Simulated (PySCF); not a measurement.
B3LYP has the VWN-RPA correlation part, as in Gaussian. 

**C₂H₅, SMILES `[CH2]C` (charge 0, multiplicity 2)**

All values below come from B3LYP-D3(BJ)/def2-TZVP in PySCF 2.14.0.

- highest occupied spin orbital = -5.62 eV
- dipole moment = 0.31 D
- total energy = -79.1973 Ha
- cost = about 50 core-seconds (a rough figure)

```xyz
7

C      0.8552     0.0553    -0.1036
C     -0.6174    -0.0325     0.0497
H      1.4185    -0.7573    -0.5416
H      1.4119     0.8726     0.3338
H     -1.0759    -0.6133    -0.7541
H     -0.9024    -0.5267     0.9915
H     -1.0839     0.9554     0.0679
```
Charge 0, spin multiplicity 2.
